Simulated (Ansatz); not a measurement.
Geometry optimisation, RKS PBE/6-31G* in Ansatz 0.2.0.

Input:

```yaml
crystal:
  periodic: [false, false, false]
  atoms:
    - { symbol: Si, position_ang: [0.0, 0.0, 0.0] }
    - { symbol: O, position_ang: [0.0, 0.0, 2.03] }
    - { symbol: H, position_ang: [-0.9095, -0.2814, 2.3671] }
    - { symbol: H, position_ang: [1.3768, 0.0, -0.4862] }
    - { symbol: Si, position_ang: [-1.0456, 1.8115, -0.7393] }
    - { symbol: H, position_ang: [-2.4302, 1.478, -1.0607] }
    - { symbol: H, position_ang: [-1.0215, 2.8436, 0.2931] }
    - { symbol: H, position_ang: [-0.3743, 2.3069, -1.9374] }
    - { symbol: H, position_ang: [-0.6877, -1.1914, -0.4862] }
    - { symbol: H, position_ang: [0.9186, -1.3949, 0.555] }
    - { symbol: H, position_ang: [0.7199, -1.0931, 1.4744] }
basis:
  gaussian: { orbitals: "6-31G*" }
hamiltonian:
  xc: pbe
relax:
  f_tol: 0.15
  max_steps: 25
  restrain:
    - { distance: [0, 9], at: 2.66, k: 30.0 }
    - { distance: [10, 1], at: 2.21, k: 30.0 }
    - { distance: [0, 1], at: 1.68, k: 30.0 }
    - { distance: [10, 9], at: 0.66, k: 30.0 }
```

Launched with:

```bash
$ ansatz run input.yaml --threads 1 --pin off --max-ram 2048MiB --backend cpu --events-out ev --progress --plain --runs-dir out
```

**Question.** Where does it end, and by what steps?

**Answer.** The run converged. The restraints hold the end off the free minimum. After 15 steps the energy has fallen by 2.575 eV (the restraints' own energy left out); H10 moved furthest, 0.86 Å. Joined: H10–H11 (0.99 → 0.71 Å).

```csv
step,energy less start (eV),largest force component (eV/Å),accepted
0,0.0000,2.590,yes
1,-0.8094,2.957,yes
2,-1.2293,4.205,yes
3,-1.8172,2.717,yes
4,-2.3243,1.333,yes
5,-2.4930,1.278,yes
6,-2.5093,1.274,yes
7,-2.5202,1.169,no
8,-2.5442,1.094,yes
9,-2.5539,1.175,yes
10,-2.5624,1.283,no
11,-2.5609,1.291,yes
12,-2.5658,1.311,yes
13,-2.5940,0.562,no
14,-2.5792,1.078,yes
15,-2.5750,1.281,yes
```

```xyz
11
Properties=species:S:1:pos:R:3
Si 0.011 0.114 0.119
O -0.250 -0.089 1.772
H -1.179 0.032 2.048
H 1.478 0.350 -0.050
Si -1.174 1.961 -0.745
H -2.662 1.751 -0.656
H -0.855 3.232 -0.010
H -0.828 2.160 -2.196
H -0.375 -1.095 -0.694
H 1.339 -2.065 0.900
H 1.042 -1.873 1.521
```

Run time: 31 s on 1 thread of Arm Neoverse V2 (shared host), peak memory 0.11 GiB.
